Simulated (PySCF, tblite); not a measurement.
## chlorine monofluoride and methylamine

A gas-phase complex of chlorine monofluoride and methylamine; neutral, singlet. The structure comes from a short search (6 tight-binding starts) and was relaxed by PBE0-D3(BJ)/def2-TZVPD; another way of binding may lie lower. No frequency run checks that it is a minimum.

Parts: 1 = chlorine monofluoride (FCl), atoms 1–2; 2 = methylamine (CN), atoms 3–9.

```xyz
9

Cl   -0.211    0.737    1.091
F    -0.728   -0.403   -0.096
C     1.807    1.810    3.014
N     0.460    2.136    2.570
H     2.477    1.842    2.155
H     1.811    0.793    3.405
H     2.177    2.494    3.784
H     0.404    3.048    2.135
H    -0.218    2.093    3.320
```
(Å; atoms numbered from 1)

```
 contact  kind (by geometry)  distance (Å)  angle (°)
Cl1···N4  short halogen bond         2.144        179
```

Deforming the relaxed parts to their shape here costs 3.1 kcal/mol, which the interaction energies leave out.

Interaction energies are complex less parts, with the parts frozen as they stand in it; counterpoise-corrected, in kcal/mol (PySCF). The CCSD(T) estimate is Hartree-Fock/aug-cc-pVQZ, plus the MP2 correlation part extrapolated as X⁻³ from aug-cc-pVTZ and aug-cc-pVQZ, plus CCSD(T) less MP2 in aug-cc-pVDZ; noble-gas cores are frozen. It isn't the exact limit.

```
                   level  interaction  superposition error removed
Hartree-Fock/aug-cc-pVQZ        -7.07                            -
 wB97M-D3(BJ)/def2-TZVPD       -16.51                        -0.35
  PBE0-D3(BJ)/def2-TZVPD       -21.75                        -0.36
         MP2/aug-cc-pVQZ       -18.96                        -0.64
```

Problem. What does CCSD(T) at its estimated basis limit give, and which of these levels comes nearest?

Solution. -16.41 kcal/mol. wB97M-D3(BJ)/def2-TZVPD is nearest, off by -0.09; the errors are Hartree-Fock/aug-cc-pVQZ +9.34, wB97M-D3(BJ)/def2-TZVPD -0.09, PBE0-D3(BJ)/def2-TZVPD -5.34, MP2/aug-cc-pVQZ -2.54.

Problem. What holds them together? Decompose the wB97M-D3(BJ)/def2-TZVPD energy: frozen parts, their antisymmetrised product, then relaxation.

Solution. electrostatic -53.2, Pauli repulsion +83.2, orbital relaxation -45.1, dispersion correction -1.8 kcal/mol, which sum to the value before the counterpoise correction; the Pauli term holds the exchange-correlation of the frozen density too. Of the attraction, 53 % is electrostatic, 45 % is orbital relaxation, 2 % is dispersion correction.

The parts were also relaxed and run alone, at the levels used for the complex: shieldings by PBE0/pcSseg-2; core levels by delta-SCF with SCAN, pcX-2 on the ionised atom and pcseg-1 elsewhere, spin-free X2C (2p3/2 is the spin-free 2p value less a third of a first-order spin-orbit splitting).

Problem. How do these values change when the complex forms?

Solution. 
| property | alone | in the complex | change |
| --- | --- | --- | --- |
| F2–Cl1 bond (Å) | 1.619 | 1.725 | +0.106 |
| shielding of Cl1 (ppm) | -495.6 | 62.8 | +558.4 |
| shielding of N4 (ppm) | 245.4 | 209.2 | -36.2 |
| shielding of F2 (ppm) | 678.2 | 336.3 | -341.9 |
| Cl1 2p3/2 core level (eV) | 209.42 | 206.40 | -3.02 |
| F2 1s core level (eV) | 694.38 | 689.59 | -4.79 |
| N4 1s core level (eV) | 405.10 | 406.74 | +1.64 |
